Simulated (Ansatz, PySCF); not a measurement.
Pair of molecules: CH4 (SMILES C) (first 5 atoms) with C2H6 (SMILES CC); geometry from A24 set.
(charge 0, multiplicity 1):
```json
[
 {"atom": "C", "x (Å)": "0.0000", "y (Å)": "0.0000", "z (Å)": "-2.8581"},
 {"atom": "H", "x (Å)": "0.3930", "y (Å)": "-0.9471", "z (Å)": "-2.4937"},
 {"atom": "H", "x (Å)": "0.6237", "y (Å)": "0.8139", "z (Å)": "-2.4937"},
 {"atom": "H", "x (Å)": "-1.0168", "y (Å)": "0.1332", "z (Å)": "-2.4937"},
 {"atom": "H", "x (Å)": "0.0000", "y (Å)": "0.0000", "z (Å)": "-3.9463"},
 {"atom": "C", "x (Å)": "0.0000", "y (Å)": "0.0000", "z (Å)": "0.7614"},
 {"atom": "C", "x (Å)": "0.0000", "y (Å)": "0.0000", "z (Å)": "2.2882"},
 {"atom": "H", "x (Å)": "-0.6171", "y (Å)": "-0.8082", "z (Å)": "0.3657"},
 {"atom": "H", "x (Å)": "-0.3914", "y (Å)": "0.9386", "z (Å)": "0.3657"},
 {"atom": "H", "x (Å)": "1.0085", "y (Å)": "-0.1303", "z (Å)": "0.3657"},
 {"atom": "H", "x (Å)": "-1.0089", "y (Å)": "0.1303", "z (Å)": "2.6826"},
 {"atom": "H", "x (Å)": "0.3916", "y (Å)": "-0.9389", "z (Å)": "2.6826"},
 {"atom": "H", "x (Å)": "0.6173", "y (Å)": "0.8086", "z (Å)": "2.6826"}
]
```

Interaction energies are E(AB) − E(A) − E(B) at the monomers' geometry in the complex; basis-set methods are counterpoise corrected.

Programs: Ansatz (Gaussian basis) for Hartree–Fock, density functionals and correlated methods; PySCF for the dispersion terms. Values without a source in brackets are computed.

Question: One of these levels gives 0.50 kcal/mol for the interaction energy. Name it.
(A) B3LYP/def2-TZVPPD
(B) SVWN5/def2-TZVPPD
(C) revPBE-D4/def2-TZVPPD

Answer: A, B3LYP/def2-TZVPPD. The others give -1.00 (SVWN5/def2-TZVPPD), -0.58 (revPBE-D4/def2-TZVPPD)

Ansatz is a first-principles code.
